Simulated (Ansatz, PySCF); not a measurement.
System: C2H6N (charge 0, doublet). It need not be the lowest isomer of its formula. 
Geometry from a B3LYP-D3(BJ)/def2-TZVP (Ansatz, a program for electronic structure) optimisation:
SMILES: [CH2]CN
```xyz
9

C      1.2071    -0.4389    -0.0026
C      0.1180     0.5714     0.0048
N     -1.2414    -0.0269    -0.0013
H      1.5358    -0.9018     0.9194
H      1.5375    -0.8865    -0.9315
H      0.1830     1.2250    -0.8675
H      0.1814     1.2105     0.8879
H     -1.3501    -0.6337     0.8055
H     -1.3486    -0.6202    -0.8182
```
Charge 0, spin multiplicity 2.

Dipole moments at this geometry, in debye (magnitudes).

```
level                program  dipole (D)
-------------------  -------  ----------
revPBE/def2-TZVPD     Ansatz        0.93
TPSS/def2-TZVPD        PySCF  (withheld)
r2SCAN/def2-TZVPD     Ansatz        1.03
TPSSh/def2-TZVPD       PySCF        1.03
r2SCANh/def2-TZVPD    Ansatz        1.08
CCSD(T)/aug-cc-pVDZ   Ansatz  (withheld)
```

### Question
Some entries are withheld; supply them.

### Answer

- TPSS/def2-TZVPD, dipole (D): 0.97
- CCSD(T)/aug-cc-pVDZ, dipole (D): 1.12
